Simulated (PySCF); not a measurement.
An unknown is described by computed data only.

Formula: C2HF2O2; charge -1.

| Quantity | Value |
| --- | --- |
| 13C NMR | chemical shifts (computed TMS as zero) by class: 175.7 (1 C), 123.8 (1 C) ppm [GIAO CAM-B3LYP/pcSseg-2] |
| Couplings | largest of the computed one-bond spin–spin couplings (means over like bonds): 19F–13C -319.1 (×2), 13C–1H +175.4, 13C–13C +63.5, 17O–13C +29.6 (×2) Hz [B3LYP/pcJ-1] |
| 1H NMR | chemical shifts (computed TMS as zero) by class: 5.36 (1 H) ppm [GIAO CAM-B3LYP/pcSseg-2] |
| NMR, other nuclei | isotropic shieldings of nuclei other than C and H, by class: 8 (2 O), 312 (2 F) ppm [GIAO CAM-B3LYP/pcSseg-2] |
| Rotational structure | rotational constants A, B, C: 5.613, 3.239, 2.380 GHz [PBE0-D3(BJ)/def2-SVP] |

Electronic properties: PySCF, gas phase, density fitting. Levels stand in brackets. One conformer (not necessarily the lowest) at the PBE0-D3(BJ)/def2-SVP geometry, without solvent, vibrations or thermal averaging. No diffuse functions stand in pcJ-1 and pcSseg-2, which bears on an anion's orbital energies. NMR classes are plain means over equivalent atoms (diastereotopic ones count apart unless rotation or inversion swaps them), as if these changed places fast.

Question: Give a SMILES that accounts for the data.

Answer: Numbering: `[O:1]=[C:2]([O-:3])[CH:4]([F:5])[F:6]`. 2 carbons fall into 2 classes; from least to most shielded: carboxylate carbon [C2] (175.7 ppm), CHF2 carbon [C4] (123.8 ppm). The one hydrogen (5.36 ppm): methine hydrogen. The other shieldings belong to: 8 ppm, carboxylate oxygen [O1/O3]; 312 ppm, fluorine of a CF2 group [F5/F6]. The couplings run between: -319.1 Hz, fluorine of a CF2 group [F5] and CHF2 carbon [C4] (with 1 like pair); +175.4 Hz, CHF2 carbon [C4] and its hydrogen; +63.5 Hz, carboxylate carbon [C2] and CHF2 carbon [C4]; +29.6 Hz, carboxylate oxygen [O1] and carboxylate carbon [C2] (with 1 like pair). The optimised geometry has point group C1 and is an asymmetric top. Structure: `O=C([O-])C(F)F` (difluoroacetate). The assignments are read from this structure; whether some other isomer fits the data as well wasn't checked.

Conformer computed: `[O:1]=[C:2]([O-:3])[CH:4]([F:5])[F:6]`: O1–C2–C4–F5 75°.
